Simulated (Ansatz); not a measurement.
## Telling isomers of C2HF2 apart by their spectra

These gas-phase data were calculated for one isomer of C2HF2 at BLYP-D3(BJ)/def2-SVP (harmonic, unscaled wavenumbers; equilibrium rotational constants with average atomic masses):

```
rotational constants            : 26.27, 5.293, 4.405 GHz
all wavenumbers above 1500 cm⁻¹ : 3142, 1709
```

Candidates:

(1) `[CH]=C(F)F`, a doublet
(2) `F/[C]=C/F`, a doublet
(3) `F/[C]=C\F`, a doublet

Question: Which structure fits? Where the bands don't settle it, estimate the moments of inertia from typical bond lengths.

Answer: Candidate (3). The rotational constants decide: (1) would give 11.27, 10.64, 5.473 GHz; (2) would give 83.04, 3.867, 3.695 GHz.

The same quantities for all candidates:

|  | rotational constants (GHz) | wavenumbers above 1500 cm⁻¹ | E above the lowest, BLYP-D3(BJ)/def2-SVP (kcal/mol) |
| --- | --- | --- | --- |
| (1) | 11.27, 10.64, 5.473 | 3263, 1707 | 0.0 |
| (2) | 83.04, 3.867, 3.695 | 3051, 1702 | 6.4 |
| (3) | 26.27, 5.293, 4.405 | 3142, 1709 | 6.2 |

Harmonic stretches to hydrogen usually lie a few per cent above observed fundamentals. Open shells are spin-unrestricted. Programs: Ansatz 0.2.0.
